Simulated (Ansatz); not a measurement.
System: 3C-SiC. Method: r²SCAN (PAW; Ansatz, a first-principles code).

The same calculation (at the measured cell, 10.346 Å³/atom) with different numerical settings:

```csv
run,k mesh,gap on the mesh (eV),total energy (eV/atom),rough time
1,4×4×4,1.674,-445.6073,under 3 core-s
2,6×6×6,1.709,-445.6628,under 3 core-s
3,8×8×8,1.714,-445.6672,under 3 core-s
4,12×12×12,1.714,-445.6677,under 3 core-s
5,16×16×16,1.714,-445.6677,5 core-s
6,20×20×20,1.714,-445.6677,9 core-s
```

In the column total energy (eV/atom) the first row differs from the last by +0.0604 and the next to last by 0.0000.

The last row is no converged limit: other settings stay fixed.
